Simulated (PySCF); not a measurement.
H6N2Si.
Geometry (PBE0-D3(BJ)/def2-SVP, Å), atoms numbered from 1 in this order:
```xyz
9
H6N2Si angstrom
N      1.2405   -0.3630    0.0123
Si    -0.3093    0.3890    0.0934
N     -1.5081   -0.8221   -0.1642
H      1.4837   -1.1221    0.6380
H      2.0549    0.1705   -0.2661
H     -0.7189    1.0107    1.3975
H     -0.2096    1.4989   -0.9130
H     -2.4324   -0.7290    0.2377
H     -1.5127   -1.3899   -1.0032
```

Theory: EOM-IP-CCSD/aug-cc-pVDZ in PySCF, restricted Hartree–Fock reference, frozen core, non-relativistic, gas phase, PBE0-D3(BJ)/def2-SVP geometry.

Hartree–Fock orbital energies give these Koopmans values (eV): HOMO 10.63, HOMO-1 10.98, HOMO-2 12.96, HOMO-3 14.35, HOMO-4 15.33, HOMO-5 17.75, HOMO-6 17.83, HOMO-7 19.51.

Q: What vertical ionisation energies does EOM-IP-CCSD give?

A: 
| leading hole (HF orbital) | Koopmans (eV) | EOM-IP-CCSD (eV) | change (eV) | one-hole share |
| --- | --- | --- | --- | --- |
| HOMO | 10.63 | 9.61 | -1.02 | 0.95 |
| HOMO-1 | 10.98 | 9.83 | -1.15 | 0.94 |
| HOMO-2 | 12.96 | 12.17 | -0.79 | 0.94 |
| HOMO-3 | 14.35 | 13.36 | -0.99 | 0.94 |
| HOMO-4 | 15.33 | 14.07 | -1.26 | 0.95 |
| HOMO-5 | 17.75 | 16.66 | -1.09 | 0.95 |
| HOMO-6 | 17.83 | 16.74 | -1.09 | 0.95 |
| HOMO-7 | 19.51 | 18.01 | -1.50 | 0.91 |

Q: Does the order of the lines follow the orbital energies?

A: Yes, no two lines change places. The corrections run from -1.50 to -0.79 eV, with a mean of -1.11 eV over the 8 lines; no line lies above its Koopmans value.

Q: At what kinetic energies would He II light (40.81 eV) eject these electrons?

A: 31.20 eV (HOMO), 30.98 eV (HOMO-1), 28.64 eV (HOMO-2), 27.45 eV (HOMO-3), 26.74 eV (HOMO-4), 24.15 eV (HOMO-5), 24.07 eV (HOMO-6), 22.80 eV (HOMO-7).

Lines less than 0.15 eV apart could change places at a higher level. One root was sought for each valence orbital with −ε under 21 eV, eight at most, so deeper holes and satellites are missing; no vibrational structure.

One conformer stands for the species.
